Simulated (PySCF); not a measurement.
water cation (H2O), SMILES O (connectivity only; charge and spin as stated), charge +1, multiplicity 2. The structure is a stationary point at PBE-D3(BJ)/def2-TZVPD. The spin state was assumed, not searched.

Level of theory: PySCF 2.14.0 with PBE-D3(BJ)/def2-TZVPD.

Harmonic wavenumbers (cm⁻¹): 1422, 3221, 3267. Rotational constants (GHz): 799.2, 367.4, 251.7; symmetry number 2.

Problem. Work out the zero-point energy and the ideal-gas rigid-rotor harmonic-oscillator thermochemistry at 298.15 K and 1 atm.

Solution. ZPE = ½ Σ hcν = ½ × 7910 cm⁻¹ = 11.31 kcal/mol. H − E(el) = 13.68 kcal/mol. Entropy in cal/(mol K): translation 34.61, rotation 10.77, vibration 0.02, spin 1.38, total 46.78. G − E(el) = -0.26 kcal/mol. Cp = 8.05 cal/(mol K).
